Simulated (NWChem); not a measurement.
**Total energies of O (-1)**

```
O
```
Charge -1, spin multiplicity 2.

The numbers come from NWChem runs, not from measurements.

Basis set: def2-SVPD (23 functions).

```json
[
 {"method": "UHF", "total energy (Ha)": "-74.70785"},
 {"method": "UMP2", "total energy (Ha)": "-74.87954"},
 {"method": "UB2PLYP", "total energy (Ha)": "-75.00837"},
 {"method": "UPBE", "total energy (Ha)": "-74.99048"},
 {"method": "UB3LYP", "total energy (Ha)": "-75.07270"},
 {"method": "UBP86", "total energy (Ha)": "-75.07110"}
]
```

Total energies of different functionals aren't comparable as a measure of quality: only differences taken within one method are. 

The correlated methods keep 1 core orbital frozen. B3LYP has NWChem's definition, with VWN1-RPA local correlation. The stability of the SCF solutions was not checked. Open-shell Hartree-Fock references start from PBE0 orbitals.
